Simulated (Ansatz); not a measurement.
LiGa (Fd-3m)

The calculation used Ansatz 0.2.0, DFT PBEsol, scalar-relativistic, plane waves, PAW.

Settings: cutoff 420 eV, Γ-centred mesh 12×12×12 on the computed 4-atom cell, Gaussian smearing of 0.10 eV; no spin polarisation.

The structure is relaxed at this level of theory with its symmetry kept. Whether it is the stable form of this composition wasn't checked.

```cif
data_structure
_symmetry_space_group_name_H-M 'P 1'
_symmetry_Int_Tables_number 1
_cell_length_a 4.3528
_cell_length_b 4.3528
_cell_length_c 4.3528
_cell_angle_alpha 60.000
_cell_angle_beta 60.000
_cell_angle_gamma 60.000
_cell_volume 58.31
loop_
_atom_site_label
_atom_site_type_symbol
_atom_site_fract_x
_atom_site_fract_y
_atom_site_fract_z
_atom_site_occupancy
Li1 Li 0.00000 0.00000 0.00000 1
Li2 Li 0.25000 0.25000 0.25000 1
Ga1 Ga 0.50000 0.50000 0.50000 1
Ga2 Ga 0.75000 0.75000 0.75000 1
```

| Item | Value |
| --- | --- |
| Space group | Fd-3m (No. 227) |
| Volume per atom | 14.58 Å³ |
| Formation energy from the elements' standard states (uncorrected) | -0.342 eV/atom |
| Kohn–Sham band gap | none (metal) |
| Density of states at the Fermi level | 0.32 states/eV per cell |
| Löwdin character within 0.5 eV of the Fermi level | Ga 4p 40 %, Ga 4s 31 %, Li 2s 18 %, unprojected 10 % |
| Bulk modulus | 47 GPa |
| Its pressure derivative | 4.7 |
| Bader charges (e) | Li (2 in the cell) 0.83, Ga (2 in the cell) -0.83 |